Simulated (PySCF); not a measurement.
Shapes and spin states of C₃

These are results of PBE0 in PySCF with C def2-TZVP; no relativity; density-fitted integrals, not measurements.

Relaxations began from a few typed shapes and spin states; open shells are unrestricted. The search is not exhaustive: other isomers or separated fragments can lie lower, and high-lying points may rest on an excited occupation.

Problem. Which is the lowest minimum found?
A. triplet C∞v: C–C 1.259 Å, C–C 1.324 Å; C–C–C 180.0°
B. singlet D∞h: C–C 1.288 Å (×2); C–C–C 180.0°

Solution. B. The others lie at 195.5 (triplet C∞v) kJ/mol above it.

The electron or spin density has lower symmetry than the nuclear frame for the triplet C∞v at 195.5 kJ/mol.
